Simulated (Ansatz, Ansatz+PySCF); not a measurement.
```yaml
atoms:
  - { symbol: S, position_ang: [0.0000, 0.0000, -0.0957] }
  - { symbol: H, position_ang: [0.0000, 0.8938, 0.7656] }
  - { symbol: H, position_ang: [0.0000, -0.8938, 0.7656] }
```

RHF on singlet H2S was run in several spherical basis sets with Ansatz (development build ahead of 0.2.0).

(1) Rank the basis sets by the total energy that they give, lowest first, with the distance from the lowest.
A. def2-TZVP
B. 6-31G(d)
C. cc-pVDZ
D. def2-SVP
E. cc-pVTZ

## Answers

(1) E (0.00 eV), A (0.16 eV), C (0.57 eV), B (1.28 eV), D (4.01 eV).

Totals follow the description of the cores as much as that of the bonds, so this order isn't one of quality for chemistry.
